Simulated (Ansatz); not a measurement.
input.yaml (Ansatz)

```yaml
crystal:
  lattice:
    - [12.0, 0.0, 0.0]
    - [0.0, 12.3, 0.0]
    - [0.0, 0.0, 12.6]
  atoms:
    - { symbol: F, position: [0.5, 0.5, 0.443246628] }
    - { symbol: F, position: [0.5, 0.5, 0.556753372] }
hamiltonian:
  xc: blyp
  pseudopotentials:
    kind: paw
    azcp:
      F: "pseudopotentials/F.paw.azcp"
basis:
  ecutwfc: 420
  fft_grid_basis: typed
kpoints:
  mp_grid: { grid: [1, 1, 1], shift: [0, 0, 0] }
magnetization:
  spin_polarized: false
scf:
  occupations: { method: fermi_dirac, width: 0.01 }
```

Output

```
Engine: ansatz 0.2.0, aarch64-unknown-linux-gnu
Pseudopotentials: kind: paw
Pseudopotential: F, paw, valence charge 7, recommended cutoff 420 eV (normal) 
Functional definition: BLYP
  parameter beta = 0.0042
  parameter a = 0.04918
  parameter b = 0.132
  parameter c = 0.2533
  parameter d = 0.349
  exchange = b88_x(beta = beta)
  correlation = lyp_c(a = a, b = b, c = c, d = d)
Crystal: 2 atoms, lattice volume = 1859.760 Å³
Basis set: ecut = 420 eV, 36331 PW (Γ), exchange–correlation on 162×180×180 points (8 copies of the dense FFT grid, shifted against one another)
Bands: 11, of which v1, the nominal top of the filled ones, is band 7 counted from 1 (6 counted from 0)
Symmetry: 8 space group operations
Space group: Pmmm (ITA 47), of the structure as read, at distance tolerance 1.2e-4 Å
k-points: 1
Non-local potential: F, projectors of the file, l = 0: 2, l = 1: 2, l = 2: 1
PAW form: soft (Blöchl's): semilocal exchange-correlation on the pseudo side does not see the compensation charge
PAW frozen core: F, regenerated for the run's functional, and the local potential with it (the file was generated under x = pbe(κ = 0.804, μ = 0.2195149727645171), c = pbe(β = 0.06672455060314922))
PAW one-centre angular grid: F, 110 points (default); XC on 64 Gauss nodes
Initial density: superposition of atomic densities (neutral atoms: chi_scale 0, normalization atom), corrected by the library's trained network
Initial wavefunctions: pseudopotential atomic-orbital guess
Functional: x = b88, c = lyp
SCF iter   1: F=—  HF=-1616.026358 eV  |F-HF|=—  |Δ(HF+E_count)|=         —  Δρ=1.02e-3  dr2=4.98e-3  ethr=1.77e-3  ⟨swp⟩=5.0  Hψ=69  notcnv=0
SCF iter   2: F=—  HF=-1616.035729 eV  |F-HF|=—  |Δ(HF+E_count)|=   9.37e-3  Δρ=2.78e-4  dr2=5.41e-4  ethr=3.56e-5  ⟨swp⟩=7.0  Hψ=43  notcnv=0
SCF iter   3: F=—  HF=-1616.039566 eV  |F-HF|=—  |Δ(HF+E_count)|=   3.84e-3  Δρ=1.27e-4  dr2=6.20e-5  ethr=3.86e-6  ⟨swp⟩=18.0  Hψ=66  notcnv=0
SCF iter   4: F=—  HF=-1616.040199 eV  |F-HF|=—  |Δ(HF+E_count)|=   6.33e-4  Δρ=1.03e-5  dr2=2.87e-7  ethr=4.43e-7  ⟨swp⟩=6.0  Hψ=30  notcnv=0
iter 5 did not close the SCF: its close was put off for the readings that it lacked (scf_convergence_deferred on its scf_iter line)
SCF iter   5: F=-1616.040204 eV  HF=-1616.040203 eV  |F-HF|=7.36e-7  |Δ(HF+E_count)|=   4.50e-6  Δρ=3.73e-6  dr2=3.48e-8  ethr=2.05e-9  ⟨swp⟩=2.0  Hψ=18  notcnv=0
SCF iter   6: F=-1616.040204 eV  HF=-1616.040204 eV  |F-HF|=8.66e-11  |Δ(HF+E_count)|=   7.40e-7  Δρ=3.36e-7  dr2=6.66e-10  ethr=2.48e-10  ⟨swp⟩=1.0  Hψ=33  notcnv=0
SCF 1 converged in 6 iterations: F = -1616.040204 eV  dr2 = 6.66e-10
SCF converged after 6 iterations
Free energy (F): -1616.040204 eV
Harris-Foulkes:  -1616.040204 eV  (|F-HF|=8.66e-11)
Internal energy: -1616.040204 eV  (E = F + TS)
E sigma→0 (E₀):  -1616.040204 eV
Fermi energy:    -7.707035 eV
--- Per-component energies (eV) ---
  E_band       = -240.765917
  E_kinetic    = 401.807419
  E_local      = -3089.410101  (includes V_loc(G=0)·N_el)
  E_nonlocal   = 148.188360
  E_hartree    = 1312.933737
  E_xc         = -154.481136
  E_vxc        = -197.396672  (∫ρ·V_xc dr)
  E_paw        = -404.529718  (= ΣΔE_a)
  E_vpaw       = -129.825662  (= ΣTr[D̂ρ^β])
  E_aug_tail   = 0.003972  (compensation charges beyond the density's cutoff)
  E_ewald      = 169.441495
  E_core_change = 0.005769  (= ΣΔE_core)
  E_smearing   = -0.000000  (= −TS)
  E_closure    = -0.000000  (closes the sum)
  Σ components = -1616.040204   (vs F -1616.040204, Δ=0.00e0)
```
